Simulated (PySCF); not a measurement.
Gas-phase reaction: 4 C₃H₆ (cyclic) → 3 C₂H₂ (acetylene) + 3 C₂H₆

Computed with PySCF and rigid-rotor harmonic-oscillator thermochemistry at 1 bar. The comparison is the NASA 1993 polynomial table, which mixes measured and estimated data. † marks an energy on the PBE0/def2-TZVP geometry and frequencies. MP2 freezes the core. All species are closed-shell singlets. B3LYP is the form with VWN-RPA correlation. MP2 isn't extrapolated to the basis-set limit.

MP2/def2-SVP† gives ΔH°(298 K) = 271.3 kJ.

Question: What does B3LYP/def2-TZVP† give, and where does the table lie?

Answer: B3LYP/def2-TZVP†: 195.5 kJ. Table: 219.8 kJ.
